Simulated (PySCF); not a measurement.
## The electron affinity along group 16

All values are computed (PySCF 2.14, energy differences of UHF-based or UKS calculations, no spin-orbit coupling). Values in eV. The last column holds reference values (measured affinities from photodetachment; the arrow runs from anion to atom). Unmarked ones compare directly (S terms, centres of terms, or small fine structure); those marked * lie between the lowest fine-structure levels and include a spin-orbit shift.

```tsv
element	configurations	MP2 (valence)	SCS-MP2 (valence)	LDA	PBE	PBE0	r2SCAN	reference
O (dyall-av2z, non-relativistic)	[He] 2s2 2p5 → [He] 2s2 2p4	1.280	1.227	2.068	1.786	1.396	1.519	1.461
S (dyall-av2z, non-relativistic)	[Ne] 3s2 3p5 → [Ne] 3s2 3p4	1.801	1.781	2.414	2.189	2.095	2.161	2.077 *
Se (dyall-av2z, non-relativistic)	[Ar] 3d10 4s2 4p5 → [Ar] 3d10 4s2 4p4	1.773	1.755	2.403	2.162	2.095	2.143	2.021 *
Te (dyall-av2z, non-relativistic)	[Kr] 4d10 5s2 5p5 → [Kr] 4d10 5s2 5p4	1.807	1.791	2.409	2.177	2.149	2.165	1.971 *
```

The highest occupied level of the anion is positive for O⁻ at LDA, PBE, PBE0, r2SCAN; S⁻ at LDA, PBE, PBE0, r2SCAN; Se⁻ at LDA, PBE, PBE0, r2SCAN; Te⁻ at LDA, PBE, r2SCAN, so there the basis helps to hold the electron.

"Valence" correlates the outer s and p shells and, in groups 3 to 12 and the f block, the outer d or f shell, open or full, or the next shell where the ion has no valence electron left; the wider scheme adds the next inner shell.
